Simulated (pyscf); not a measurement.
A first-order saddle from PySCF, ωB97X-D3(BJ)/def2-SVPD:

```xyz
6

F      0.7245    -0.7641    -0.4814
Cl    -2.7661     0.9763     0.8896
C     -1.1203    -0.0438    -0.0397
Cl    -1.8876    -0.8235    -1.3860
H     -0.9193    -0.6578     0.8254
H     -0.5815     0.8678    -0.2506
```
Charge -1, spin multiplicity 1.

Surface: singlet, charge -1. Lowest wavenumbers (cm⁻¹): 528i, 189, 246, 275, 282.

Question: What reaction is this the transition state of?

Answer: `[F-]` + `[Cl][CH2][Cl]` ⇌ `[F][CH2][Cl]` + `[Cl-]`, a substitution at C read from left to right: C–Cl broken and C–F formed. At CCSD(T)/def2-TZVPPD + ΔMP2(QZVPPD) it lies -48.9 kJ/mol from the left side and +104.0 kJ/mol from the right (each side as separated species at their lowest minima found). On the reactant side the descent ends in a bound adduct, 99.9 kJ/mol under the separated species and 58.9 kJ/mol under the saddle at ωB97X-D3(BJ)/def2-TZVPD. On the product side the descent ends in a bound adduct, 52.9 kJ/mol under the separated species and 159.0 kJ/mol under the saddle at ωB97X-D3(BJ)/def2-TZVPD. At CCSD(T) the saddle lies under the separated reactants, which points to a path from their complex (located at ωB97X-D3(BJ) alone). One saddle was located; it need not be the lowest between these sides. The angle at the attacked C is 164°. The CCSD(T) − MP2 part came from Ansatz, without density fitting, on the same reference.
